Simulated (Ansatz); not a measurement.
Species: CS, charge 0, singlet. CS (methanidylidynesulfanium, SMILES [S+]#[C-]).
B3LYP-D3(BJ)/def2-TZVP minimum from Ansatz (a quantum-chemistry and plane-wave program):
```xyz
2

C      0.0000     0.0000    -1.1142
S      0.0000     0.0000     0.4178
```
Charge 0, spin multiplicity 1.

Total energies in cc-pV(5+d)Z, 10 correlated electrons, 6 frozen orbitals. UHF or UKS for unpaired electrons; spin-orbit terms are left out. Correlated methods leave the cores frozen. No relativity. The T1 diagnostic of CS ([C-]#[S+], singlet) reaches 0.025 in the sets run.

```
method    program  energy (Eh)  minus CCSDT(Q) (mEh)
--------  -------  -----------  --------------------
HF         Ansatz   -435.36210                369.94
MP2        Ansatz   -435.69678                 35.26
CCSD       Ansatz   -435.70589                 26.15
CCSD(T)    Ansatz   -435.72979                  2.25
CCSDT(Q)   Ansatz   -435.73204                  0.00
```

Rough core times of Ansatz's runs on a shared machine: CCSD(T) 30 s, CCSDT(Q) 40 min.
